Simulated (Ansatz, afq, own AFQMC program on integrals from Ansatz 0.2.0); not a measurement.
**Where AFQMC and coupled cluster stand for SiN, quartet**

```yaml
atoms:
  - { symbol: Si, position_ang: [0.0000, 0.0000, 0.0000] }
  - { symbol: N, position_ang: [0.0000, 0.0000, 1.8891] }
```

Basis aug-cc-pVDZ. Noble-gas cores (and the filled d shells of Ga–Kr and In–Xe) are frozen. Integrals, coupled cluster, full CI and functionals: Ansatz 0.2.0; the random walks run on the same integrals in our own AFQMC program. The CISD trial takes its coefficients from CCSD amplitudes. Released means that phaseless walkers are propagated on without the constraint, phases kept. Free AFQMC starts from the CCSD state and is never constrained. Its projection time is finite, and what remains of the start isn't in its error. ± is one standard error of the sampling.

Determinant: UHF, the one that the program's search chose, which needn't be the lowest solution. The geometry is a PBE0/def2-TZVP stationary point of this or a neighbouring charge and spin state.

No full CI on the walks' own integrals is used here; CCSDT(Q) serves as the reference and is uncertain by about the last step of the cluster series.

Cautions: another spin lies lower; unrestricted determinant slightly spin contaminated (⟨S²⟩ 3.80 against 3.75); the released energies are still falling, so no released level is given (meV from the phaseless value at times in 1/Eh: -6 ± 3 at 0.24, -8 ± 3 at 0.51, -15.1 ± 2.4 at 0.99, -19 ± 3 at 1.62, -21 ± 4 at 2.40), though the last usable value meets CCSDT(Q) within the noise.

- T1 diagnostic: 0.0241
- weight of the determinant in the CISD state: 0.882
- ⟨S²⟩ of the determinant: 3.804
- size of the correlated space: 9 electrons in 44 orbitals

Reference: CCSDT(Q), correlation energy -5.466 eV.

```csv
level,E − E(reference) (kJ/mol),share of correlation (%)
HF,527.4,0.00
MP2,115.6,78.08
CCSD,20.2,96.16
CCSD(T),4.7,99.11
CCSDT,1.0,99.81
ph-AFQMC/HF,9.3 ± 1.6,98.24
ph-AFQMC/CISD,2.3 ± 0.4,99.56
free AFQMC,0.1 ± 0.3,99.99
```

Free projections are given only where their last times agree within the noise and don't stop above the reference; a slow remainder of the start can still hide under it. A walk keeps the symmetry of its determinant, which the program's search chose and which needn't be the lowest solution, so a lower state of the same spin and another symmetry isn't excluded.
